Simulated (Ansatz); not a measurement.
This geometry of C₂H₃S₂ (7 atoms, charge 1, multiplicity 1) is a first-order saddle point.

These are results of Ansatz 0.2.0, RKS revPBE-D4/6-31G*, not measurements.

```xyz
7
Properties=species:S:1:pos:R:3
S -1.411 -1.205 0.861
C 0.016 -0.987 0.093
C 0.510 0.389 0.203
S -0.088 1.799 -0.476
H 0.668 -1.780 -0.309
H 1.391 0.555 0.846
H -1.086 1.229 -1.218
```

Which two structures does it join? (They come from a converged band through this point; their orientation in space is the band's.)

No bond is made or broken. The dihedral S1–C2–C3–S4 goes from -179 to 0°.

First end point:

```xyz
7
Properties=species:S:1:pos:R:3
S 0.039 -2.046 1.300
C -0.230 -0.868 0.178
C 0.401 0.425 0.324
S 0.233 1.749 -0.696
H -0.886 -1.029 -0.693
H 1.063 0.595 1.185
H -0.620 1.175 -1.598
```

Last end point:

```xyz
7
Properties=species:S:1:pos:R:3
S -1.138 -1.439 -0.768
C -0.098 -0.857 0.363
C 0.455 0.509 0.346
S 0.124 1.667 -0.800
H 0.237 -1.479 1.205
H 1.145 0.806 1.148
H -0.726 0.794 -1.494
```

How far does it lie above each of them?

0.163 eV above the first and 0.216 eV above the second. This is the barrier of this one path; another mechanism may lie lower. Limits of this set-up: the dipole of an ion depends on the origin.

Time of the run: 3 min on 1 thread of Arm Neoverse V2, with other jobs on the host, peak memory 0.14 GiB.
